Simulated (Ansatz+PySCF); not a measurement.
singlet C6H4: levels of theory in one basis

| atom | x (Å) | y (Å) | z (Å) |
| --- | --- | --- | --- |
| C | 0.0000 | 0.5761 | -1.1358 |
| C | 0.0000 | -0.5761 | -1.1358 |
| C | 0.0000 | 1.3455 | -0.1232 |
| C | 0.0000 | -1.3455 | -0.1232 |
| C | 0.0000 | 0.6464 | 0.9702 |
| C | 0.0000 | -0.6464 | 0.9702 |
| H | 0.0000 | 2.3501 | -0.1198 |
| H | 0.0000 | -2.3501 | -0.1198 |
| H | 0.0000 | 1.1313 | 1.8524 |
| H | 0.0000 | -1.1313 | 1.8524 |

Basis set: def2-SVP (spherical functions). Left uncorrelated: 6 orbitals. Charge 0, multiplicity 1.

Computed with Ansatz (development build ahead of 0.2.0); each method stands on the lowest determinant of its kind that the runs found. NEVPT2 correlates all electrons. Active spaces start from the frontier orbitals, and the lowest solution found is given.

```json
{"method": "RHF", "E − E(RHF) (eV)": "0.00", "<S²> of the determinant": "0.00"}
{"method": "UHF", "E − E(RHF) (eV)": "-0.24", "<S²> of the determinant": "0.57"}
{"method": "UHF-MP2", "E − E(RHF) (eV)": "-19.75", "<S²> of the determinant": "0.57"}
{"method": "CASSCF(8,8)", "E − E(RHF) (eV)": "-3.16", "<S²> of the determinant": "–"}
{"method": "SC-NEVPT2(8,8)", "E − E(RHF) (eV)": "-21.14", "<S²> of the determinant": "–"}
```

Question: What does RHF-MP2 give on the same scale?

Answer: -20.69 eV.

Question: Is a single determinant a sound starting point here?

Answer: Only with care. Unrestricted orbitals gain 0.24 eV and <S²> is 0.57 against 0.00 for a pure state, so spin symmetry breaks but gains little energy; restricted orbitals can still serve. The CASSCF(8,8) natural occupations are 1.97, 1.93, 1.93, 1.88, 0.12, 0.07, 0.07, 0.03.

Caution for UHF, UHF-MP2: the unrestricted determinant is spin contaminated; the determinant breaks the point group. Caution for UHF-MP2: another reference gives a lower total. Caution for CASSCF(8,8), SC-NEVPT2(8,8): other starts end on other solutions of this active space.
